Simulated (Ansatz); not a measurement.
Chlorine: measurement beside calculation (Ansatz, PBE0-D4/def2-TZVP geometry).

Z-matrix (Å, degrees):
```
Cl
Cl 1 1.982
```

Enthalpy of formation at 298 K: 0.0 kcal/mol (zero for an element's reference state; older measured values of the G2 set, as listed by Staroverov and co-workers, J. Chem. Phys. 119, 12129, 2003). With their computed zero-point and thermal terms and the atoms' enthalpies of Curtiss and co-workers (1997) it gives an electronic atomization energy of 58.0 kcal/mol.

| level | atomization (kcal/mol) | error | error per bond |
| --- | --- | --- | --- |
| LDA (SPW92) | 83.0 | 25.1 | 25.1 |
| PBE-D4 | 66.1 | 8.1 | 8.1 |
| revPBE-D4 | 62.1 | 4.2 | 4.2 |
| BLYP-D4 | 59.1 | 1.1 | 1.1 |
| r2SCAN-D4 | 59.3 | 1.4 | 1.4 |
| B97M-V | 60.3 | 2.4 | 2.4 |
| PBE0-D4 | 60.0 | 2.0 | 2.0 |
| B3LYP-D4 | 56.2 | -1.7 | -1.7 |
| r2SCANh-D4 | 57.4 | -0.6 | -0.6 |
| r2SCAN0-D4 | 54.6 | -3.4 | -3.4 |
| HSE06-D4 | 60.2 | 2.3 | 2.3 |
| BHLYP-D4 | 48.5 | -9.5 | -9.5 |
| CAM-B3LYP-D4 | 54.9 | -3.1 | -3.1 |
| ωB97X-V | 58.4 | 0.4 | 0.4 |
| ωB97M-V | 60.4 | 2.5 | 2.5 |
| B2PLYP | 54.8 | -3.1 | -3.1 |
| PBE-QIDH | 56.5 | -1.5 | -1.5 |
| PBE | 65.4 | 7.4 | 7.4 |
| revPBE | 60.0 | 2.1 | 2.1 |
| BLYP | 57.5 | -0.5 | -0.5 |
| r2SCAN | 59.2 | 1.2 | 1.2 |
| PBE0 | 59.4 | 1.5 | 1.5 |
| B3LYP | 55.1 | -2.9 | -2.9 |
| r2SCANh | 57.2 | -0.7 | -0.7 |
| r2SCAN0 | 54.4 | -3.5 | -3.5 |
| HSE06 | 59.7 | 1.7 | 1.7 |
| BHLYP | 47.5 | -10.5 | -10.5 |
| CAM-B3LYP | 54.3 | -3.7 | -3.7 |
| LC-ωPBE | 54.5 | -3.5 | -3.5 |
| RPA@PBE/def2-TZVPP | 43.1 | -14.9 | -14.9 |
| HF/def2-TZVPP | 18.4 | -39.5 | -39.5 |
| MP2/def2-TZVPP | 57.6 | -0.3 | -0.3 |
| SCS-MP2/def2-TZVPP | 54.3 | -3.7 | -3.7 |
| CCSD/def2-TZVPP | 48.9 | -9.1 | -9.1 |
| CCSD(T)/def2-TZVPP | 52.8 | -5.1 | -5.1 |
| HF/def2-QZVPP | 19.2 | -38.7 | -38.7 |
| MP2/def2-QZVPP | 61.6 | 3.7 | 3.7 |
| SCS-MP2/def2-QZVPP | 58.2 | 0.3 | 0.3 |
| CCSD/def2-QZVPP | 52.3 | -5.6 | -5.6 |
| CCSD(T)/def2-QZVPP | 56.8 | -1.2 | -1.2 |
| HF/CBS(def2) | 19.3 | -38.6 | -38.6 |
| MP2/CBS(def2) | 64.1 | 6.2 | 6.2 |
| CCSD/CBS(def2) | 54.4 | -3.5 | -3.5 |
| CCSD(T)/CBS(def2) | 59.2 | 1.2 | 1.2 |

Functionals use def2-TZVPP; B3LYP here is the variant with VWN-RPA as its local correlation; programs differ in this. The calculations leave out spin–orbit coupling, scalar relativity and, for the correlated methods, core correlation; together these are worth up to about 1 kcal/mol a heavy atom. HSE06 is defined as in plane-wave codes. CBS extrapolates def2-TZVPP and def2-QZVPP. T1 = 0.008.
